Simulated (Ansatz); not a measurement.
# Isomers

Structures of AlSiH4O (charge -1), closed shell, relaxed at PBE0-D4/def2-TZVPD (vibrations not checked; lower isomers may exist, and structures with a doubtful reference or unclear bonds are left out). Ansatz 0.2.0; basis: def2-TZVPPD; cores frozen in the correlated methods. B3LYP uses VWN-RPA correlation.

Rank them by CCSD(T) energy, lowest first, and give each one's height above the lowest. Links in brackets join atoms within 1.22 times the sum of their covalent radii (1.1 for two metals). (To be estimated.)
A.
AlSiH₄O ([OH][AlH][SiH2]), total charge -1
```
7
angstrom
O -1.6664 -0.8520 -0.7112
Al -0.2755 0.1854 -0.4524
Si 0.9145 0.5234 1.5999
H -2.1118 -0.7091 -1.5466
H -0.1808 1.1272 -1.7982
H 2.2689 0.6677 0.8974
H 1.0512 -0.9426 2.0112
```
B.
AlSiH₄O ([O]1[AlH2][SiH2]1), total charge -1
```
7
angstrom
O -0.7263 -0.6543 0.5239
Si -0.5906 0.0766 -0.9884
Al 0.8447 0.1216 0.8766
H -0.7098 -0.9608 -2.0928
H -1.8202 0.9196 -1.2838
H 0.8595 1.3353 1.9497
H 2.1428 -0.8380 1.0147
```
C.
AlSiH₄O ([OH]1[AlH2][SiH]1), total charge -1
```
7
angstrom
O -0.9282 -0.6525 0.7021
Si -0.6860 -0.1312 -1.1883
Al 0.7745 0.2317 0.6903
H -0.8674 -1.6073 0.7594
H -1.4685 1.1690 -0.9455
H 0.7549 1.4490 1.7652
H 1.8648 -0.9052 1.1219
```

Computed: B (0.0 kJ/mol), A (64.1 kJ/mol), C (142.8 kJ/mol). Heights count from the lowest.

Do PBE-D4, r2SCAN-D4, PBE0-D4, B3LYP-D4, wB97M-V, HF, MP2 give the same order? (Judge from chemistry; the calculation decides.)

The calculation gives: All do.

T1 diagnostic: at most 0.019.

For scale, one of the runs: CCSD(T)/def2-TZVPPD, 204 basis functions, launched by `ansatz run in.yaml --threads 2 --pin off --events-out ev --progress --plain --max-ram 4352MiB`. Time: 47 s of wall clock on 2 CPU threads of an Arm Neoverse V2; the host was shared. Peak host memory: 2.4 GiB.
